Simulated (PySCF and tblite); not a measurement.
4 constitutional isomers of C₄H₉F:

```tsv
isomer	SMILES
A	[CH3:1][C:2]([CH3:3])([CH3:4])[F:5]
B	[CH3:1][CH:2]([CH3:3])[CH2:4][F:5]
C	[CH3:1][CH2:2][CH2:3][CH2:4][F:5]
D	[CH3:1][CH2:2][C@H:3]([CH3:4])[F:5]
```

Measured ¹³C shifts of one of them (ppm against TMS, one entry a carbon; solvent not stated per compound (mostly CDCl3 or CCl4); Pretsch, Buehlmann, Badertscher, Structure Determination of Organic Compounds, 4th ed. (2009)): 93.5, 28.3, 28.3, 28.3.

Protocol: conformer search, at most 6 conformers an isomer, GFN2-xTB geometries, energies PBE0/pcSseg-1 (IEF-PCM, chloroform) (D3(BJ) added where defined), GIAO shieldings PBE0/pcSseg-1 (IEF-PCM, chloroform), weights at 298.15 K with GFN2-xTB thermal terms. Programs: PySCF with density fitting and tblite.

Computed shifts in falling order:

| carbon | measured | A | B | C | D |
| --- | --- | --- | --- | --- | --- |
| 1 | 93.5 | 96.3 | 93.5 | 88.0 | 96.1 |
| 2 | 28.3 | 30.6 | 34.6 | 37.8 | 34.8 |
| 3 | 28.3 | 30.6 | 20.0 | 23.5 | 23.3 |
| 4 | 28.3 | 30.6 | 20.0 | 16.3 | 12.1 |

Task: Which structure fits the measured spectrum?

Result: After a straight-line fit of each column to the measured values (slope held to 0.85 to 1.15; an offset alone for few or close values), with errors scored by one-sided Student-t tails (width 2 ppm, 10 degrees of freedom):

```json
{"isomer": "A", "slope": "1.000", "mean error (ppm)": "0.21", "largest error": "0.4", "P (%)": "100.0"}
{"isomer": "B", "slope": "1.000", "mean error (ppm)": "5.70", "largest error": "8.9", "P (%)": "0.0"}
{"isomer": "C", "slope": "1.000", "mean error (ppm)": "6.34", "largest error": "12.7", "P (%)": "0.0"}
{"isomer": "D", "slope": "1.000", "mean error (ppm)": "7.58", "largest error": "13.2", "P (%)": "0.0"}
```

The score favours A, which is the compound measured. Its computed assignment: ¹H (against TMS): 1.41 (H1/H3/H4, 9H). ¹³C (against TMS): 96.3 (C2), 30.6 (C1/C3/C4). ¹⁹F (against CFCl3): -176.0 (F5).

Unscaled ¹⁹F shifts at such levels can be off by tens of ppm; differences between conformers or isomers are more reliable. Shifts are unscaled: against experiment ¹³C can be off by 15 ppm or more and ¹H by 0.8 ppm. A nearly planar conformer is counted with its mirror image, so its weight may be doubled.
